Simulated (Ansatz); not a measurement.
Z-matrix (Å, degrees):
```
B
O 1 1.344
F 1 1.332 2 120.3
H 1 1.192 2 120.1 3 -180.0
H 2 0.963 1 113.4 3 -0.0
```

The species carries charge 0 and has multiplicity 1.

Task: List the PBE0/def2-TZVPP orbital energies in eV (Ansatz). (Best estimate.)

Result: Ansatz gave: Occupied: -674.21, -523.58, -186.41, -33.93, -29.32, -16.53, -15.28, -13.68, -13.15, -11.03, -10.59, -10.43. Lowest empty: 0.38, 0.86, 2.15, 2.72, 3.62, 4.05, 5.57, 8.06.
